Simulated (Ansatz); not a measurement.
A made-up structure of AlH4SO (charge +1), closed shell:

```csv
atom,x (Å),y (Å),z (Å)
Al1,1.2371,0.0091,0.8376
O2,-0.0267,-0.4244,0.0620
S3,-1.2412,0.4757,-0.9338
H4,-2.1759,-0.3938,-1.4028
H5,-0.9201,1.7968,-0.9668
H6,1.0448,-0.6872,2.1750
H7,2.2545,-1.0295,0.3943
```

It is relaxed with PBE-D4/def2-SVP and then PBE0-D4/def2-TZVP (Ansatz 0.2.0). Atoms count as bonded within 1.22 times the sum of their covalent radii (H–H: 0.88 Å). The end point is not checked to be a true minimum.

**Question.** Does its bonding change? (A judgement: the text doesn't fix the answer.)

**Answer.** The calculation gives: No: no bond forms or breaks.

Where it ends: The first stage lowers the energy by 5.55 eV in 15 steps. It ends as AlH₄SO ([AlH2][O][SH2]), total charge +1:
```
7
angstrom
Al 1.1958 -0.5628 1.0182
O -0.3168 0.0788 0.2589
S -0.7348 0.3475 -1.2040
H -1.9729 -0.2172 -1.2550
H -1.2663 1.5986 -1.1237
H 1.0205 -0.6086 2.5637
H 2.2471 -0.8896 -0.0924
```

Labels in which every atom is bracketed show which atoms are joined, not bond orders.

For scale, one of the runs: PBE0-D4/def2-TZVP relaxation, 129 basis functions, launched by `ansatz run in.yaml --threads 2 --pin off --events-out ev --progress --plain --max-ram 4352MiB`. Hardware: 2 CPU threads of an Arm Neoverse V2, shared host. Wall time about 18 s.
